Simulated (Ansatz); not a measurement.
Task: an active-space calculation of CH3O (charge -1), SMILES C[O-], with Ansatz 0.2.0, Python API. Give the script and its output. Settings (for the species named): Hartree-Fock, def2-SVP basis, multiplicity 1.

```xyz
5

C     0.0332   -0.0266   -0.0081
O     1.0218   -0.8243   -0.2507
H    -1.0228   -0.4911   -0.1018
H    -0.0415    0.9046   -0.6912
H     0.0094    0.4375    1.0518
```

`cas_ch3o.py`
```python
import ansatz as az

system = (
    az.Crystal.molecule()
    .atom("C", [0.03316, -0.0266, -0.0081])
    .atom("O", [1.02177, -0.82433, -0.25066])
    .atom("H", [-1.02276, -0.49108, -0.10185])
    .atom("H", [-0.04155, 0.90457, -0.69124])
    .atom("H", [0.00937, 0.43745, 1.05184])
)

model = (
    system.calculation()
    .basis(gaussian="def2-SVP")
    .charge(-1)
    .correlation(active_electrons=4, active_orbitals=4)
)
for method in [None, "sc_nevpt2", "fic_mrcisd_q"]:
    rep = (model if method is None else model.correlation(method)).run(threads=1, backend="cpu").report
    space = rep["configurations"]
    state = space["states"][0]
    print(method or "casscf", f"total {rep['free_energy_ev'] / 27.211386246:.6f} Ha, active-space state {state['energy']['hartree']:.6f} Ha, mean field {rep['reference_energy_ev'] / 27.211386246:.6f} Ha")
    print("  determinants", state["n_determinants"], " natural occupations", [round(n, 3) for n in space["natural_occupations"]])
```

```console
$ python cas_ch3o.py
casscf total -114.345849 Ha, active-space state -114.345849 Ha, mean field -114.299565 Ha
  determinants 36  natural occupations [1.982, 1.981, 0.019, 0.017]
RunWarning: the results are in doubt because another end's mean lies 0.254 eV lower, and its corrected mean 0.176 eV higher
sc_nevpt2 total -114.634997 Ha, active-space state -114.336507 Ha, mean field -114.299565 Ha
  determinants 36  natural occupations [1.979, 1.975, 0.024, 0.022]
fic_mrcisd_q total -114.667218 Ha, active-space state -114.345848 Ha, mean field -114.299565 Ha
  determinants 36  natural occupations [1.982, 1.981, 0.019, 0.017]
```
(Warnings from the package without file and line.)

Reading the output:
- Total energies depend on the basis set; only differences at equal settings carry meaning.
- The geometry is a force-field or estimated start, not a minimum of this method, and the basis set is short of its limit. The active space starts as a window about the frontier orbitals and is then optimised, not chosen by chemistry.
- A lower CASSCF solution was found and passed over, so the printed active-space state isn't the lowest.
- Anions want diffuse functions, which this basis lacks.
- Run time: 12 s on 1 thread of Arm Neoverse V1, on a shared host, peak memory 0.16 GiB.

(Lines on the test bed's own set-up are left out of the output.)
